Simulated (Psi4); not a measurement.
# AlNH3 (SMILES [NH2][AlH]) at UCCSD(T)/aug-cc-pVDZ (sweep point 4)

What is the vertical ionisation energy of AlNH3 at UCCSD(T)/aug-cc-pVDZ (sweep point 4)? 

The results are computed with Psi4 1.11.

4 further runs of the same task are left out: 4 set aside as unsound or not needed.

**1. The structure to begin with**

AlNH3: 5 atoms, total charge 0, spin state doublet. As SMILES, `[NH2][AlH]`. Geometry: relaxed at PBE0-D4/def2-TZVP. This is one conformer, not always the lowest.

Bond lengths: N1–Al2 1.774 Å, N1–H3 1.007 Å, N1–H4 1.009 Å, Al2–H5 1.604 Å. Angles: N1–Al2–H5 115.7°, Al2–N1–H3 125.4°, Al2–N1–H4 124.3°, H3–N1–H4 110.2°.

**2. A single-point energy at UCCSD(T)/aug-cc-pVDZ (sweep point 4)**

The input, input.in:

```
memory 1600 mb

molecule {
  0 2
  N     -0.22034207    -1.24873102     0.33089104
  Al     1.58094488     1.57584262     0.22827892
  H      0.28062433    -2.84460474     1.23871547
  H     -1.90919030    -1.47927761    -0.52421003
  H      0.36244947     3.85768691    -1.35191007
  units bohr
  symmetry c1
}

set {
  basis aug-cc-pVDZ
  reference uhf
  puream true
  scf_type pk
  num_frozen_docc 6
  d_convergence 1e-05
  e_convergence 1e-05
  maxiter 100
}

energy_value, wavefunction = energy("ccsd(t)", return_wfn=True)
print_variables()
```

Run with:

```sh
$ psi4 -n 1 input.in input.out
```

input.out:

```text
[...]
  Running in c1 symmetry.
[...]
  Nuclear repulsion =   46.235092004163874
[...]
  Multiplicity = 2
[...]
  Nalpha       = 12
  Nbeta        = 11
[...]
    Number of basis functions: 77
[...]
   @UHF iter   1:  -297.97088102589970   -7.00676e-01   7.08461e-03 ADIIS/DIIS
[...]
   @UHF iter   7:  -298.11736017470537   -1.22030e-06   3.37940e-06 DIIS
[...]
   @S^2 Observed:                7.549612605E-01
[...]
    Orbital Energies [Eh]
    ---------------------
    Alpha Occupied:
       1A    -58.481246     2A    -15.536227     3A     -4.896324
       4A     -3.211569     5A     -3.208003     6A     -3.206042
       7A     -1.111230     8A     -0.641369     9A     -0.602837
      10A     -0.474516    11A     -0.397438    12A     -0.299774
    Alpha Virtual:
      13A      0.026547    14A      0.031012    15A      0.034993
      16A      0.045388    17A      0.074040    18A      0.078314
      19A      0.078479    20A      0.111759    21A      0.122140
      22A      0.148865    23A      0.149849    24A      0.186220
      25A      0.190234    26A      0.208689    27A      0.210776
[...]
  @UHF Final Energy:  -298.11736017470537
   => Energetics <=
    Nuclear Repulsion Energy =             46.2350920041638744
    One-Electron Energy =                -504.9604538350264420
    Two-Electron Energy =                 160.6080016561571426
    Total Energy =                       -298.1173601747053681
  UHF NO Occupations:
  HONO-2 :   10  A 1.9995009
  HONO-1 :   11  A 1.9981310
[...]
 Multipole Moments:
 ------------------------------------------------------------------------------------
     Multipole            Electronic (a.u.)      Nuclear  (a.u.)        Total (a.u.)
 ------------------------------------------------------------------------------------
 L = 1.  Multiply by 2.5417464519 to convert [e a0] to [Debye]
 Dipole X            :          2.2070562           -2.2703034           -0.0632473
 Dipole Y            :          1.1909240           -1.5586141           -0.3676901
 Dipole Z            :          0.7675566           -0.6584655            0.1090911
 Magnitude           :                                                    0.3887121
[...]
      * MP2 total energy                      = -298.357000250463955
[...]
      * CCSD total energy                     = -298.378834432557596
[...]
      * CCSD(T) total energy                     = -298.386695120006777
[...]
```

It took 68 s on 1 thread of Intel Xeon at 2.50GHz (Skylake/Cascade Lake), shared host; peak memory 0.51 GiB.

**3. The singlet cation, same level**

The input, input.in:

```
memory 1.6 GB

molecule m {
  1 1
  N     -0.22034207    -1.24873102     0.33089104
  Al     1.58094488     1.57584262     0.22827892
  H      0.28062433    -2.84460474     1.23871547
  H     -1.90919030    -1.47927761    -0.52421003
  H      0.36244947     3.85768691    -1.35191007
  units au
  symmetry c1
}

set basis aug-cc-pVDZ
set puream true
set scf_type pk
set num_frozen_docc 6
set d_convergence 1e-05
set e_convergence 1e-05

e_tot, wfn = energy('ccsd(t)', return_wfn=True)
print_variables()
```

Run with:

```sh
$ psi4 -i input.in -o input.out -n 1
```

input.out:

```text
[...]
  Running in c1 symmetry.
[...]
  Nuclear repulsion =   46.235092004163874
[...]
  Multiplicity = 1
[...]
  Nalpha       = 11
  Nbeta        = 11
[...]
    Number of basis functions: 77
[...]
   @RHF iter   1:  -297.69781887498505   -4.27614e-01   6.76475e-03 ADIIS/DIIS
[...]
   @RHF iter   6:  -297.83768363721862   -2.28501e-06   3.67920e-06 DIIS
[...]
    Orbital Energies [Eh]
    ---------------------
    Doubly Occupied:
       1A    -58.800402     2A    -15.754867     3A     -5.206351
       4A     -3.519690     5A     -3.519331     6A     -3.517391
       7A     -1.320333     8A     -0.847338     9A     -0.815885
      10A     -0.695388    11A     -0.609885
[...]
  @RHF Final Energy:  -297.83768363721862
   => Energetics <=
    Nuclear Repulsion Energy =             46.2350920041638744
    One-Electron Energy =                -498.9319447733466291
    Two-Electron Energy =                 154.8591691319641654
    Total Energy =                       -297.8376836372186176
[...]
 Multipole Moments:
 ------------------------------------------------------------------------------------
     Multipole            Electronic (a.u.)      Nuclear  (a.u.)        Total (a.u.)
 ------------------------------------------------------------------------------------
 L = 1.  Multiply by 2.5417464519 to convert [e a0] to [Debye]
 Dipole X            :          3.4774939           -2.2703034            1.2071905
 Dipole Y            :          2.1677875           -1.5586141            0.6091734
 Dipole Z            :          1.0946346           -0.6584655            0.4361691
 Magnitude           :                                                    1.4207901
[...]
      * MP2 total energy                      = -298.074956685694360
[...]
      * CCSD total energy                     = -298.095856289004587
[...]
      * CCSD(T) total energy                  = -298.103712737604951
[...]
```

Run time: 35 s. Hardware: 1 thread of Intel Xeon at 2.50GHz (Skylake/Cascade Lake), shared host; peak memory 0.49 GiB.

**4. What came out**

At UCCSD(T)/aug-cc-pVDZ (sweep point 4), 6 core orbitals frozen:

```
                                                                 quantity          value
                                              doublet AlNH3: total energy  -298.38670 Eh
doublet AlNH3: HOMO energy (Hartree–Fock orbitals) (highest over α and β)       -8.16 eV
 doublet AlNH3: LUMO energy (Hartree–Fock orbitals) (lowest over α and β)        0.59 eV
               doublet AlNH3: correlation energy (6 core orbitals frozen)     -269.3 mEh
                                            doublet AlNH3: (T) correction      -7.86 mEh
                         doublet AlNH3: ⟨S²⟩ of the reference determinant          0.755
                                             doublet AlNH3: T1 diagnostic          0.023
                                             singlet cation: total energy  -298.10371 Eh
                      singlet cation: HOMO energy (Hartree–Fock orbitals)      -16.60 eV
                      singlet cation: LUMO energy (Hartree–Fock orbitals)       -7.05 eV
                    singlet cation: HOMO–LUMO gap (Hartree–Fock orbitals)        9.55 eV
              singlet cation: correlation energy (6 core orbitals frozen)     -266.0 mEh
                                           singlet cation: (T) correction      -7.86 mEh
                                            singlet cation: T1 diagnostic          0.019
                       vertical ionisation energy (to the singlet cation)       7.700 eV
```

The vertical ionisation energy comes to 7.70 eV (178 kcal/mol). Only the singlet of the ionised species was computed; a triplet could lie lower. The triples (doublet AlNH3) make up 2.9 % of the correlation energy. The triples (singlet cation) make up 3.0 % of the correlation energy.
